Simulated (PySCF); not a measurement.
Basis set benchmark on one molecule

Molecule: `[BH3-][PH3+]`, BH6P.

Bonds (- single, = double, # triple, : aromatic): B1-P2 1.923 Å. B1 carries H3, H4, H5; P2 carries H6, H7, H8. Formal charges: B1 -1, P2 +1.

Geometry PBE0-D3(BJ)/def2-SVP throughout; GIAO in PySCF, gas phase, one conformer, non-relativistic; equivalent atoms averaged; functional PBE0.

Reference values (measured; O. Kühl, Phosphorus-31 NMR Spectroscopy, Springer 2008, chapter 6 (publisher's sample)): δ(P2) = -113.0 ppm vs 85 % H3PO4. Computed shifts are taken against H3PO4, calculated as an isolated molecule at each level.

**Question.** How do the basis sets STO-3G, 6-31G, 6-31G*, def2-SVP, 6-311+G(2d,p), def2-TZVP perform against the reference? Times are CPU seconds on 1 thread of an Arm Neoverse V2, shared host.

**Answer.** 
```
    basis set  functions      P2  abs. error P  core-s
       STO-3G         20  -148.0          35.0    0.82
        6-31G         34  -184.1          71.1     1.5
       6-31G*         44  -109.2           3.8     1.7
     def2-SVP         62  -141.0          28.0       2
6-311+G(2d,p)         98  -142.9          29.9     3.6
    def2-TZVP        104  -141.9          28.9     3.8
```

For ³¹P the closest is 6-31G* (3.8 ppm) and the furthest 6-31G (71.1 ppm). Where a smaller basis beats a larger one, errors probably cancel. One molecule is a small sample, and vibrational and solvent effects are absent from the calculation.

A small basis that lands close on one nucleus may do so by chance; judge by the trend and by all nuclei.
